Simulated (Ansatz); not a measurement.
A made-up structure of CH4BSi, doublet:

```
7
angstrom
B 1.4244 -0.4806 0.9487
Si 0.0696 -0.0254 0.0475
C -1.4560 0.4911 -0.9696
H -2.2652 -0.1908 -1.0314
H -1.4399 1.4423 -1.4372
H 2.3092 -1.0401 0.4728
H 1.5116 -0.2486 2.0717
```

It is relaxed with PBE-D4/def2-SVP and then PBE0-D4/def2-TZVP (Ansatz 0.2.0). Atoms count as bonded within 1.22 times the sum of their covalent radii (H–H: 0.88 Å). The end point is not checked to be a true minimum.

Problem. Does its bonding change? (Judge from chemistry; the calculation decides.)

Solution. The calculation gives: No: no bond forms or breaks.

Where it ends: The first stage lowers the energy by 1.25 eV in 5 steps. It ends as CH₄BSi ([BH2][Si][CH2]):
```
7
angstrom
B 1.4777 -0.4989 0.9845
Si -0.0486 0.0163 -0.0324
C -1.4023 0.4734 -0.9342
H -2.2633 -0.1767 -1.0425
H -1.4575 1.4328 -1.4363
H 2.3536 -1.0767 0.4203
H 1.4942 -0.2223 2.1431
```

Labels in which every atom is bracketed show which atoms are joined, not bond orders.

For scale, one of the runs: PBE0-D4/def2-TZVP relaxation, 123 basis functions, launched by `ansatz run in.yaml --threads 2 --pin off --events-out ev --progress --plain --max-ram 4352MiB`. Hardware: 2 CPU threads of an Arm Neoverse N1, shared host. Wall time about 42 s.
